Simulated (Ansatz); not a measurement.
We consider diamond, described by LDA in Ansatz (PAW).

Numerical settings: plane-wave cutoff 520 eV, 16×16×16 k mesh, Fermi–Dirac smearing 0.01 eV, scalar-relativistic PAW data made under PBE.

Response to compression and expansion:

```
V (Å³/atom)  P (GPa)  direct gap at Γ (eV)  smallest gap on the k mesh (eV)
-----------  -------  --------------------  -------------------------------
5.176          32.45                 5.801                            4.333
5.286          20.63                 5.741                            4.280
5.396           9.87                 5.683                            4.229
5.506           0.06                 5.626                            4.180
5.617          -8.88                 5.570                            4.132
5.727         -17.02                 5.516                            4.085
5.837         -24.45                 5.463                            4.040
```

The fundamental gap (4.18 eV at the equilibrium volume, with added k points) lies elsewhere than Γ–Γ.

Ansatz is a quantum-chemistry and plane-wave program.
